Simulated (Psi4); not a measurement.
# [NH4]+ (ammonium), step by step

Wanted: a structure relaxation (BP86/def2-SVP), then vibrational wavenumbers, then a single-point energy (CCSD(T)/cc-pVTZ), then the excited states (TD-BP86/def2-SVP) of [NH4]+ (ammonium). 

The calculation is run with Psi4 1.11.

### 1 Starting point

The species is [NH4]+ (5 atoms), meant as a singlet with charge +1. SMILES: `[NH4+]`. The shape is that of a GFN2-xTB optimisation. The run starts from this shape.

Bond lengths: N1–H2 1.030 Å, N1–H3 1.029 Å, N1–H4 1.030 Å, N1–H5 1.030 Å. Angles: H2–N1–H3 109.5°, H2–N1–H4 109.4°, H2–N1–H5 109.5°, H3–N1–H4 109.5°, H3–N1–H5 109.4°, H4–N1–H5 109.5°.

### 2 A structure relaxation at BP86/def2-SVP (density fitting) (run 1)

job.dat reads:

```
memory 1600 mb

molecule {
  1 1
  N      0.000080     0.000050    -0.000010
  H      0.455870    -0.450720     0.805650
  H     -0.977900     0.217540     0.236550
  H      0.024080    -0.637350    -0.808220
  H      0.497880     0.870480    -0.233970
  symmetry c1
}

set basis def2-SVP
set reference rks
set geom_maxiter 60

E, wfn = optimize('bp86', return_wfn=True)
```

Started as:

```console
$ psi4 -n 1 job.dat job.out
```

job.out:

```text
[...]
  Running in c1 symmetry.
[...]
  Nuclear repulsion =   16.280031679007529
[...]
  Multiplicity = 1
[...]
  Nalpha       = 5
  Nbeta        = 5
[...]
    Number of basis functions: 34
[...]
   @DF-RKS iter   1:   -56.71790022047094    1.88895e-01   1.73701e-02 DIIS/ADIIS
[...]
   @DF-RKS iter   6:   -56.85508789414992   -5.21538e-12   3.03667e-09 DIIS
[...]
    Orbital Energies [Eh]
    ---------------------
    Doubly Occupied:
       1A    -14.393545     2A     -1.152043     3A     -0.768789
       4A     -0.768742     5A     -0.768732
[...]
  @DF-RKS Final Energy:   -56.85508789414992
   => Energetics <=
    Nuclear Repulsion Energy =             16.1279277992973142
    One-Electron Energy =                -104.4573797664758104
    Two-Electron Energy =                  39.5693918664936746
    DFT Exchange-Correlation Energy =      -8.0950277934650892
    Empirical Dispersion Energy =           0.0000000000000000
    VV10 Nonlocal Energy =                  0.0000000000000000
    Total Energy =                        -56.8550878941499178
[...]
 Multipole Moments:
 ------------------------------------------------------------------------------------
     Multipole            Electronic (a.u.)      Nuclear  (a.u.)        Total (a.u.)
 ------------------------------------------------------------------------------------
 L = 1.  Multiply by 2.5417464519 to convert [e a0] to [Debye]
 Dipole X            :          0.0001097           -0.0002580           -0.0001484
 Dipole Y            :          0.0000534           -0.0001274           -0.0000740
 Dipole Z            :         -0.0000193            0.0000472            0.0000279
 Magnitude           :                                                    0.0001681
[...]
  -Total Gradient:
     Atom            X                  Y                   Z
    ------   -----------------  -----------------  -----------------
       1        0.000042253717     0.000020028130    -0.000007846844
       2       -0.000074876675     0.000041192302    -0.000108596334
       3        0.000130025328    -0.000027455676    -0.000031553030
       4       -0.000011815798     0.000069341481     0.000116556530
       5       -0.000083988359    -0.000104475411     0.000029743287
[...]
    Final optimized geometry and variables:
    Molecular point group: c1
    Full point group: C1
    Geometry (in Angstrom), charge = 1, multiplicity = 1:
    N            0.000019806389     0.000009779447    -0.000003622532
    H            0.460181365230    -0.454808629811     0.813306659107
    H           -0.987347826824     0.219465639132     0.238818060704
    H            0.024223076063    -0.643240982603    -0.815926569749
    H            0.502668188625     0.878448094216    -0.236147817340
    Psi4 run time: 0:00:02.74
```

Standard output:

```text
Optimizer: Optimization complete!
```

Wall time 3.6 s (1 thread of Intel Xeon 6975P-C (Granite Rapids), shared host); peak memory 0.35 GiB.

After the run. Bond lengths: N1–H2 1.039 Å, N1–H3 1.039 Å, N1–H4 1.039 Å, N1–H5 1.039 Å. Angles: H2–N1–H3 109.5°, H2–N1–H4 109.5°, H2–N1–H5 109.5°, H3–N1–H4 109.5°, H3–N1–H5 109.5°, H4–N1–H5 109.5°.

### 3 Vibrational wavenumbers at BP86/def2-SVP (density fitting) (run 2)

input.inp reads:

```
memory 1600 MB

molecule mol {
  1 1
  N      0.000078     0.000046    -0.000011
  H      0.460240    -0.454773     0.813299
  H     -0.987290     0.219502     0.238811
  H      0.024281    -0.643205    -0.815934
  H      0.502726     0.878484    -0.236155
  symmetry c1
}

set {
  basis def2-SVP
  t 298.15
  rotational_symmetry_number 12
}

E, wfn = frequencies('bp86', return_wfn=True)
```

Started as:

```console
$ psi4 -i input.inp -o input.out -n 1
```

input.out:

```text
[...]
  Running in c1 symmetry.
[...]
  Nuclear repulsion =   16.127926357721062
[...]
  Multiplicity = 1
[...]
  Nalpha       = 5
  Nbeta        = 5
[...]
    Number of basis functions: 34
[...]
   @DF-RKS iter   1:   -56.72092092830883    1.74874e-01   1.71503e-02 ADIIS/DIIS
[...]
   @DF-RKS iter   8:   -56.85508594954524   -6.89226e-13   2.28653e-09 DIIS
[...]
    Orbital Energies [Eh]
    ---------------------
    Doubly Occupied:
       1A    -14.393523     2A     -1.152195     3A     -0.769013
       4A     -0.768902     5A     -0.768695
[...]
  @DF-RKS Final Energy:   -56.85508594954524
   => Energetics <=
    Nuclear Repulsion Energy =             16.1319597043675920
    One-Electron Energy =                -104.4642167607963614
    Two-Electron Energy =                  39.5725848937755416
    DFT Exchange-Correlation Energy =      -8.0954137868920082
    Empirical Dispersion Energy =           0.0000000000000000
    VV10 Nonlocal Energy =                  0.0000000000000000
    Total Energy =                        -56.8550859495452414
[...]
 Multipole Moments:
 ------------------------------------------------------------------------------------
     Multipole            Electronic (a.u.)      Nuclear  (a.u.)        Total (a.u.)
 ------------------------------------------------------------------------------------
 L = 1.  Multiply by 2.5417464519 to convert [e a0] to [Debye]
 Dipole X            :          0.0001514           -0.0002585           -0.0001071
 Dipole Y            :          0.0003614           -0.0001281            0.0002333
 Dipole Z            :          0.0002345            0.0000473            0.0002819
 Magnitude           :                                                    0.0003812
[...]
  -Total Gradient:
     Atom            X                  Y                   Z
    ------   -----------------  -----------------  -----------------
       1       -0.000066041619    -0.000780625893    -0.000674045459
       2       -0.000121949863    -0.000091972812    -0.000153662342
       3        0.000121642806    -0.000052728973    -0.000031979799
       4        0.000019840475     0.000764057231     0.001028905933
       5        0.000046891730     0.000160850652    -0.000169744553
[...]
  ==> Harmonic Vibrational Analysis <==
[...]
  Freq [cm^-1]                1391.8568           1392.2310           1392.6264
[...]
  IR activ [km/mol]            151.0219            151.0328            151.0241
[...]
  Freq [cm^-1]                1637.3389           1637.7523           3274.3656
[...]
  IR activ [km/mol]             0.0004              0.0001              0.0002
[...]
  Freq [cm^-1]                3403.0602           3403.2070           3403.2958
[...]
  IR activ [km/mol]            207.9013            207.9054            207.9692
[...]
  Total E_0, Enthalpy at 0 [K]                                                          -56.80739274 [Eh]
[...]
  Total H, Enthalpy at  298.15 [K]                                                      -56.80358745 [Eh]
[...]
  Total G, Gibbs energy at  298.15 [K]                                                  -56.82473869 [Eh]
[...]
```

Run time: 29 s. Hardware: 1 thread of Intel Xeon 6975P-C (Granite Rapids), shared host; peak memory 0.33 GiB.

### 4 The energy at CCSD(T)/cc-pVTZ (run 3)

job.dat reads:

```
memory 1600 MB

molecule geom {
  1 1
  N      0.000078     0.000046    -0.000011
  H      0.460240    -0.454773     0.813299
  H     -0.987290     0.219502     0.238811
  H      0.024281    -0.643205    -0.815934
  H      0.502726     0.878484    -0.236155
  units angstrom
  symmetry c1
}

set {
  basis       cc-pVTZ
  scf_type    pk
  freeze_core true
}

energy("ccsd(t)")
```

Started as:

```console
$ psi4 -n 1 job.dat job.out
```

job.out:

```text
[...]
  Running in c1 symmetry.
[...]
  Nuclear repulsion =   16.127926357721062
[...]
  Multiplicity = 1
[...]
  Nalpha       = 5
  Nbeta        = 5
[...]
    Number of basis functions: 86
[...]
   @RHF iter   1:   -56.51741509348575   -4.49515e-02   3.14465e-03 ADIIS/DIIS
[...]
   @RHF iter   8:   -56.56190144862315   -2.12452e-12   1.93119e-09 DIIS
[...]
    Orbital Energies [Eh]
    ---------------------
    Doubly Occupied:
       1A    -15.942273     2A     -1.534559     3A     -0.989538
       4A     -0.989483     5A     -0.989472
[...]
  @RHF Final Energy:   -56.56190144862315
   => Energetics <=
    Nuclear Repulsion Energy =             16.1279263577210621
    One-Electron Energy =                -104.4890040838738088
    Two-Electron Energy =                  31.7991762775295967
    Total Energy =                        -56.5619014486231464
[...]
 Multipole Moments:
 ------------------------------------------------------------------------------------
     Multipole            Electronic (a.u.)      Nuclear  (a.u.)        Total (a.u.)
 ------------------------------------------------------------------------------------
 L = 1.  Multiply by 2.5417464519 to convert [e a0] to [Debye]
 Dipole X            :          0.0001093           -0.0002585           -0.0001491
 Dipole Y            :          0.0000539           -0.0001281           -0.0000743
 Dipole Z            :         -0.0000203            0.0000473            0.0000270
 Magnitude           :                                                    0.0001688
[...]
      * MP2 total energy                      =  -56.792494720898922
[...]
      * CCSD total energy                     =  -56.807691077768723
[...]
      * CCSD(T) total energy                  =  -56.814486509433223
[...]
```

Run time: 7.8 s. Hardware: 1 thread of Intel Xeon 6975P-C (Granite Rapids), shared host; peak memory 0.88 GiB.

### 5 The vertical excitations at TD-BP86/def2-SVP (density fitting, save jk yes) (run 4)

h4n.dat reads:

```
memory 1.6 GB

molecule {
  1 1
  N      0.00014740     0.00008693    -0.00002079
  H      0.86972755    -0.85939642     1.53691237
  H     -1.86570771     0.41479866     0.45128739
  H      0.04588444    -1.21548129    -1.54189180
  H      0.95001446     1.66009416    -0.44626827
  units bohr
}

set {
  basis   def2-SVP
  save_jk true
}

from psi4.driver.procrouting.response.scf_response import tdscf_excitations
E, wfn = energy("bp86", return_wfn=True)
states = tdscf_excitations(wfn, states=6, tda=False)
print_variables()
```

Started as:

```console
$ psi4 -i h4n.dat -o h4n.out -n 1
```

h4n.out:

```text
[...]
  Running in c1 symmetry.
[...]
  Nuclear repulsion =   16.127926353364728
[...]
  Multiplicity = 1
[...]
  Nalpha       = 5
  Nbeta        = 5
[...]
    Number of basis functions: 34
[...]
   @DF-RKS iter   1:   -56.72092092842935    1.74874e-01   1.71503e-02 DIIS/ADIIS
[...]
   @DF-RKS iter   6:   -56.85508785014525   -1.35741e-09   1.13222e-07 DIIS
[...]
    Orbital Energies [Eh]
    ---------------------
    Doubly Occupied:
       1A    -14.393545     2A     -1.152043     3A     -0.768789
       4A     -0.768742     5A     -0.768732
[...]
  @DF-RKS Final Energy:   -56.85508785014525
   => Energetics <=
    Nuclear Repulsion Energy =             16.1279263533647281
    One-Electron Energy =                -104.4573903016455176
    Two-Electron Energy =                  39.5694051736426644
    DFT Exchange-Correlation Energy =      -8.0950290755071208
    Empirical Dispersion Energy =           0.0000000000000000
    VV10 Nonlocal Energy =                  0.0000000000000000
    Total Energy =                        -56.8550878501452459
[...]
 Multipole Moments:
 ------------------------------------------------------------------------------------
     Multipole            Electronic (a.u.)      Nuclear  (a.u.)        Total (a.u.)
 ------------------------------------------------------------------------------------
 L = 1.  Multiply by 2.5417464519 to convert [e a0] to [Debye]
 Dipole X            :          0.0001087           -0.0002585           -0.0001498
 Dipole Y            :          0.0000531           -0.0001281           -0.0000750
 Dipole Z            :         -0.0000191            0.0000473            0.0000282
 Magnitude           :                                                    0.0001699
[...]
**********                               WARNING                                **********
**********       The names of excited state variables changed between 1.5       **********
[...]
**********                               WARNING                                **********
**********  Length-gauge rotatory strengths are **NOT** gauge-origin invariant  **********
[...]
                                    Excitation Energy         Total Energy        Oscillator Strength             Rotatory Strength
[...]
Excited State    1 (1 A):   0.54504 au   83.60 nm f = 0.1279
[...]
Excited State    3 (1 A):   0.54509 au   83.59 nm f = 0.1280
[...]
Excited State    4 (1 A):   0.60675 au   75.09 nm f = 0.0000
[...]
Excited State    5 (1 A):   0.60678 au   75.09 nm f = 0.0000
[...]
Excited State    6 (1 A):   0.60679 au   75.09 nm f = 0.0000
[...]
**********                               WARNING                                **********
**********       The names of excited state variables changed between 1.5       **********
[...]
```

Run time: 5.1 s. Hardware: 1 thread of Intel Xeon 6975P-C (Granite Rapids), shared host; peak memory 0.31 GiB.

The roots found:

| excited state | energy (eV) | strength | label |
| --- | --- | --- | --- |
| 1 | 14.831 | 0.1279 | A 1 |
| 2 | 14.831 | 0.1280 | A 1 |
| 3 | 14.833 | 0.1280 | A 1 |
| 4 | 16.510 | 0.0000 | A 1 |
| 5 | 16.511 | 0.0000 | A 1 |
| 6 | 16.512 | 0.0000 | A 1 |

### 6 Summary of results

| quantity | value |
| --- | --- |
| run 1, BP86/def2-SVP: total energy at the end | -56.85509 Eh |
| run 1, BP86/def2-SVP: HOMO energy | -20.92 eV |
| run 1, BP86/def2-SVP: LUMO energy | -6.43 eV |
| run 1, BP86/def2-SVP: HOMO–LUMO gap | 14.49 eV |
| run 2, BP86/def2-SVP: lowest harmonic wavenumber | 1392 cm⁻¹ |
| run 2, BP86/def2-SVP: highest harmonic wavenumber | 3403 cm⁻¹ |
| run 2, BP86/def2-SVP: zero-point energy | 125.2 kJ/mol |
| run 2, BP86/def2-SVP: ideal-gas entropy at 298.15 K (symmetry number 12 as used) | 44.5 cal/(mol K) |
| run 3, CCSD(T)/cc-pVTZ: total energy | -56.81449 Eh |
| run 3, CCSD(T)/cc-pVTZ: HOMO energy (Hartree–Fock orbitals) | -26.92 eV |
| run 3, CCSD(T)/cc-pVTZ: LUMO energy (Hartree–Fock orbitals) | -3.16 eV |
| run 3, CCSD(T)/cc-pVTZ: HOMO–LUMO gap (Hartree–Fock orbitals) | 23.77 eV |
| run 3, CCSD(T)/cc-pVTZ: correlation energy (1 core orbital frozen) | -252.6 mEh |
| run 3, CCSD(T)/cc-pVTZ: (T) correction | -6.80 mEh |
| run 3, CCSD(T)/cc-pVTZ: T1 diagnostic | 0.005 |
| run 4, TD-BP86/def2-SVP: ground-state or mean-field energy | -56.85509 Eh |
| run 4, TD-BP86/def2-SVP: HOMO energy (BP86 Kohn–Sham orbitals) | -20.92 eV |
| run 4, TD-BP86/def2-SVP: LUMO energy (BP86 Kohn–Sham orbitals) | -6.43 eV |
| run 4, TD-BP86/def2-SVP: HOMO–LUMO gap (BP86 Kohn–Sham orbitals) | 14.49 eV |
| run 4, TD-BP86/def2-SVP: lowest excitation energy | 14.83 eV |

The optimisation (run 1, BP86/def2-SVP) took 2 steps and changed the energy by -0.008 eV. All 9 modes (run 2, BP86/def2-SVP) are real, so the shape is a minimum at this level. The triples (run 3, CCSD(T)/cc-pVTZ) make up 2.7 % of the correlation energy. The brightest of the 6 transitions from the ground state lies at 14.83 eV (84 nm, f = 0.384, degenerate roots summed). The basis has no diffuse functions, so Rydberg states are missing or pushed up, and the true lowest state may lie lower.
